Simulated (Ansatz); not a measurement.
Basis sets compared for the cluster Li₃H₆⁻ (the lowest singlet isomer of a short search). Charge -1, multiplicity 1. Geometry PBE-D4/def2-TZVPD. Ansatz on 4 threads of Arm Neoverse V2 on a shared host; times are rough, and most runs start from earlier orbitals.

```tsv
atom	x (Å)	y (Å)	z (Å)
Li1	1.299	-0.453	0.971
Li2	-0.691	0.262	-0.214
Li3	1.463	0.362	-1.260
H4	-0.284	0.205	1.588
H5	-0.035	1.361	-1.515
H6	-2.252	-0.420	0.776
H7	0.499	-1.121	-0.587
H8	2.700	0.314	0.084
H9	-2.698	-0.510	0.157
```

In the singlet, H6 and H9 lie 0.77 Å apart (atoms count from 1), so H2 has formed as a molecule. The structure comes from a short search, and lower isomers may exist.

```
            level  functions  energy (Eh)  HOMO (eV)  LUMO (eV)  wall time
        HF/STO-3G         21     -25.3405      -2.39       8.87     0.05 s
         HF/6-31G         39     -25.7547      -3.82       4.90      0.1 s
 PBE-D4/def2-SVPD         84     -26.0406      -0.27       2.63     0.45 s
PBE0-D4/def2-SVPD         84     -26.0606      -1.28       3.01     0.45 s
```

Problem. Estimate the rows for PBE-D4/def2-TZVPD, PBE0-D4/def2-TZVPD.

Solution. 
| level | functions | energy (Eh) | HOMO (eV) | LUMO (eV) | wall time |
| --- | --- | --- | --- | --- | --- |
| PBE-D4/def2-TZVPD | 105 | -26.0649 | -0.30 | 2.55 | 0.5 s |
| PBE0-D4/def2-TZVPD | 105 | -26.0833 | -1.31 | 2.83 | 0.7 s |
